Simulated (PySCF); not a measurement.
C₂H₃Cl₂ (doublet state).
Numbering: `[Cl:1][CH:2][CH2:3][Cl:4]` (hydrogens: H5 on C2; H6, H7 on C3)

Geometry (PBE0-D3(BJ)/def2-SVP, Å), atoms numbered from 1 in this order:
```
atom  x, y, z in Å
Cl1    1.8183    0.5077   -1.1087
C2     0.7968   -0.3327   -0.0361
C3    -0.6400   -0.0525   -0.0350
Cl4   -1.0440    1.4433    0.9304
H5     1.2972   -0.8120    0.8082
H6    -1.1979   -0.8735    0.4344
H7    -1.0237    0.1294   -1.0473
```

The hyperfine couplings belong to this conformer and change with its torsions.

Method: UKS B3LYP, IGLO-III on C Cl, pcH-1 on H, non-relativistic, mean-field spin-orbit, GIAO (PySCF 2.14.0). Isolated species at its PBE0-D3(BJ)/def2-SVP geometry (one conformer only). The SCF solution wasn't tested for stability.

The Mulliken spin populations are largest on C2 (+0.86), Cl1 (+0.11) and Cl4 (+0.11). No atom but C2 exceeds +0.15. The angles at C2 add up to 357.2°, so it is nearly planar; its axial dipolar tensor and the negative coupling of its proton fit spin in a p orbital normal to that plane.

**Question.** McConnell's relation a(H) = Q·ρ ties the coupling of a proton on a planar π carbon to the spin population of that carbon. What Q do the computed values give?

**Answer.** 
| H | C | ρ(C) | a(H) (G) | a/ρ (G) |
| --- | --- | --- | --- | --- |
| H5 | C2 | +0.858 | -18.68 | -21.8 |

One proton gives one ratio, Q = -21.8 G, and no test of linearity.

**Question.** How do the β-proton couplings of this frozen conformer go with θ, the angle between the C–H bond and the normal to the plane of the spin centre's three neighbours, both seen down the bond from centre to carbon?

**Answer.** 
| β H | on | centre | θ (°) | cos²θ | a (G) |
| --- | --- | --- | --- | --- | --- |
| H6 | C3 | C2 | 63 | 0.21 | +5.70 |
| H7 | C3 | C2 | 60 | 0.24 | +7.02 |

Couplings in gauss use g_iso = 2.0063.
